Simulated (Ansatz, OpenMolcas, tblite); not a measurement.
# Computed against measured: dipole moment

8 molecules holding an element from Na to Cl; the dipole moment in D, computed less measured. Shapes, held fixed at every level: PBE0-D4/def2-TZVP. No vibrational averaging. Dipoles are compared by magnitude; molecules under 1 D, whose direction can flip, are left out. Programs: Ansatz 0.2.0, OpenMolcas 26.06, tblite 0.8.0. Measured values: NIST CCCBDB.

Levels: A = IPEA1-xTB; B = r2SCAN-D4/def2-TZVPP; C = B3LYP/6-31G* (Cartesian functions); D = B3LYP-D4/def2-TZVPP.

```tsv
molecule	measured	A	B	C	D
NS (SMILES [N]=S)	1.81	+0.65	-0.01	-0.08	+0.08
SO2 (sulfur dioxide)	1.63	+0.09	-0.05	+0.08	+0.10
CH2Cl2 (dichloromethane)	1.60	+1.22	+0.06	+0.21	+0.03
CH2ClF (chlorofluoromethane)	1.82	+1.04	-0.05	+0.03	-0.04
SCl2O2 (sulfuryl chloride)	1.81	-1.68	-0.13	-0.33	+0.05
SO2F2 (SMILES O=S(=O)(F)F)	1.12	-0.66	+0.02	+0.06	+0.01
C2H3ClO (acetyl chloride)	2.72	+0.81	+0.08	+0.05	+0.06
C2H5Cl (SMILES CCCl)	2.05	+1.05	+0.05	+0.11	-0.01
```

Task: Sum up the errors.

Result: 
```tsv
level	kind	mean error	mean absolute error	worst case
IPEA1-xTB	semi-empirical	+0.315	0.900	SCl2O2
r2SCAN-D4/def2-TZVPP	meta-GGA	-0.004	0.056	SCl2O2
B3LYP/6-31G* (Cartesian functions)	global hybrid	+0.016	0.119	SCl2O2
B3LYP-D4/def2-TZVPP	global hybrid	+0.035	0.048	SO2
```

On this set B3LYP-D4/def2-TZVPP has the smallest mean absolute error and IPEA1-xTB the largest. IPEA1-xTB is too high in 6 of 8; B3LYP/6-31G* (Cartesian functions) is too high in 6 of 8; B3LYP-D4/def2-TZVPP is too high in 6 of 8. The levels differ in basis as well as in method. The smallest two are near a tie. Open shells run unrestricted. The set is small.
